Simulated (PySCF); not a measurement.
Single point on BH⁺

State: quartet, unpaired electrons σ ↑↑, π ↑, a second solution, started from another occupation.

An equivalent input (the run itself took its basis sets from the Basis Set Exchange, started from a PBE0 density and held the occupation σ 3α 1β, πy 1α 0β):

```python
from pyscf import gto, dft
mol = gto.M(atom='B 0 0 0; H 0 0 1.209', basis={'B': 'def2-TZVP', 'H': 'def2-TZVP'},
            charge=1, spin=3, verbose=4, symmetry='C2v')
mf = dft.UKS(mol, xc='PBE0')
mf.grids.atom_grid = (80, 434)
mf.grids.prune = dft.gen_grid.treutler_prune
mf.irrep_nelec = {'A1': (3, 1), 'B2': (1, 0)}
mf.conv_tol = 1e-9
mf.max_cycle = 60
mf.diis_space = 10
mf.kernel()
```

The log (some set-up lines and the per-cycle HOMO/LUMO lines removed):

```
******** <class 'pyscf.dft.uks_symm.SymAdaptedUKS'> ********
method = SymAdaptedUKS
damping factor = 0
level_shift factor = 0
DIIS = <class 'pyscf.scf.diis.CDIIS'>
diis_start_cycle = 1
diis_space = 10
diis_damp = 0
SCF conv_tol = 1e-09
SCF conv_tol_grad = None
SCF max_cycles = 60
number electrons alpha = 4  beta = 1
Set gradient conv threshold to 3.16228e-05
init E= -24.6478268704753
cycle= 1 E= -24.6427149990206  delta_E= 0.00511  |g|= 0.00214  |ddm|= 0.0122
cycle= 2 E= -24.642718115902  delta_E= -3.12e-06  |g|= 0.000299  |ddm|= 0.00258
cycle= 3 E= -24.6427181854256  delta_E= -6.95e-08  |g|= 4.64e-05  |ddm|= 0.000516
cycle= 4 E= -24.6427181877488  delta_E= -2.32e-09  |g|= 7.17e-06  |ddm|= 8.42e-05
cycle= 5 E= -24.642718187812  delta_E= -6.32e-11  |g|= 9.96e-07  |ddm|= 1.5e-05
Extra cycle  E= -24.6427181878135  delta_E= -1.52e-12  |g|= 2.37e-07  |ddm|= 1.99e-06
converged SCF energy = -24.6427181878135  <S^2> = 3.7500031  2S+1 = 4.0000015
```

A point of this curve took 0.24 CPU seconds beside 0.026 for the integrals, on Intel Xeon 6975P-C (shared host).
